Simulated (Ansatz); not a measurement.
# C₃H₆OS: one species, many methods

The task here is to estimate one member of a computed series from the others.

The runs use Ansatz 0.2.0, Gaussian basis; functionals in def2-TZVPP, the program's frozen cores in correlated methods.

Plan: PBE-D4, r2SCAN-D4, PBE0-D4, B3LYP-D4, ωB97X-V, ωB97M-V, B2PLYP; CCSD(T)/def2-TZVPP; MP2/def2-QZVPP; extrapolation to the limit.

**The relaxed structure**

All runs share one geometry, relaxed beforehand with PBE0-D4 in a triple-zeta def2 set.

SMILES `C/C(S)=C/O`, 11 atoms, charge 0, spin multiplicity 1.

Atoms are counted from 1 here; the program's logs count them from 0.

Bond lengths: C1–C2 1.492 Å, C1–H6 1.092 Å, C1–H7 1.094 Å, C1–H8 1.094 Å, C2–S3 1.757 Å, C2–C4 1.330 Å, S3–H9 1.342 Å, C4–O5 1.364 Å, C4–H10 1.086 Å, O5–H11 0.958 Å. Angles: C2–C1–H6 110.5°, C2–C1–H7 111.2°, C2–C1–H8 111.2°, H6–C1–H7 108.2°, H6–C1–H8 108.2°, H7–C1–H8 107.4°, C1–C2–S3 114.7°, C1–C2–C4 122.2°, S3–C2–C4 123.1°, C2–S3–H9 96.5°, C2–C4–O5 122.3°, C2–C4–H10 120.7°, O5–C4–H10 117.0°, C4–O5–H11 109.5°.

As a file:

```xyz
11
charge 0, multiplicity 1
C    -1.2705   -0.1307    0.9833
C    -0.0324    0.2363    0.2369
S     0.7551    1.7027    0.7982
C     0.4308   -0.4960   -0.7721
O     1.5631   -0.1618   -1.4555
H    -1.7030   -1.0478    0.5793
H    -2.0234    0.6605    0.9155
H    -1.0604   -0.2912    2.0451
H     1.7672    1.6791   -0.0825
H    -0.0870   -1.3967   -1.0868
H     1.7260   -0.8115   -2.1408
```

Set-up of the first run:

in.yaml reads:

```yaml
crystal:
  periodic: [false, false, false]
  atoms:
    - {symbol: C, position_ang: [-1.270540, -0.130670, 0.983309]}
    - {symbol: C, position_ang: [-0.032386, 0.236326, 0.236909]}
    - {symbol: S, position_ang: [0.755084, 1.702727, 0.798212]}
    - {symbol: C, position_ang: [0.430779, -0.495963, -0.772086]}
    - {symbol: O, position_ang: [1.563114, -0.161757, -1.455473]}
    - {symbol: H, position_ang: [-1.703046, -1.047845, 0.579281]}
    - {symbol: H, position_ang: [-2.023414, 0.660453, 0.915503]}
    - {symbol: H, position_ang: [-1.060357, -0.291241, 2.045068]}
    - {symbol: H, position_ang: [1.767160, 1.679136, -0.082543]}
    - {symbol: H, position_ang: [-0.087027, -1.396696, -1.086759]}
    - {symbol: H, position_ang: [1.726036, -0.811469, -2.140822]}
basis:
  gaussian: {orbitals: def2-TZVPP}
hamiltonian: {xc: pbe, dispersion: d4}
output: {forces: true, orbitals: {seedname: orbitals}}
```

The run is started by

```sh
ansatz run in.yaml --threads 4 --pin off --events-out ev --progress --plain --max-ram 10444MiB
```

Steps of the session up to this table: PBE-D4 (GGA); r2SCAN-D4 (meta-GGA); PBE0-D4 (hybrid); B3LYP-D4 (hybrid); ωB97X-V (range-separated); ωB97M-V (range-separated); B2PLYP (double hybrid); CCSD(T) in def2-TZVPP; MP2 in def2-QZVPP.

One of the session's tables, all rows but one given; the rest of the session is left out.

It belongs to the step «Atomisation energies». 

| method | atomisation energy (kcal/mol) |
| --- | --- |
| PBE-D4 | 1054.8 |
| r2SCAN-D4 | 1028.6 |
| PBE0-D4 | 1031.5 |
| B3LYP-D4 | 1023.1 |
| ωB97X-V | 1024.7 |
| ωB97M-V | ? |
| B2PLYP | 1012.0 |
| HF/def2-TZVPP | 727.3 |
| MP2/def2-TZVPP | 1015.9 |
| CCSD/def2-TZVPP | 977.7 |
| CCSD(T)/def2-TZVPP | 995.7 |
| MP2/CBS | 1043.5 |
| CCSD(T)/CBS | 1023.3 |

Q: Estimate the row for ωB97M-V from the others.

**Answer.** atomisation energy (kcal/mol): 1027.6. In the column «atomisation energy (kcal/mol)» it lies between ωB97X-V (1024.7) and r2SCAN-D4 (1028.6).
